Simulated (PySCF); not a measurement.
B3LYP has the VWN-RPA correlation part, as in Gaussian. 

Cartesian coordinates (Å):
SMILES: [NH2]
```xyz
3

N     -0.0011     0.4256     0.0000
H      0.8068    -0.2107     0.0000
H     -0.8057    -0.2149     0.0000
```
Charge 0, spin multiplicity 2.

### Question
Estimate the dipole moment, highest occupied spin orbital and total energy that B3LYP-D3(BJ)/def2-TZVP run with PySCF returns for this input.

### Answer

The dipole moment is 1.94 D and the highest occupied spin orbital comes out as -8.43 eV. The total energy is -55.9053 Ha.
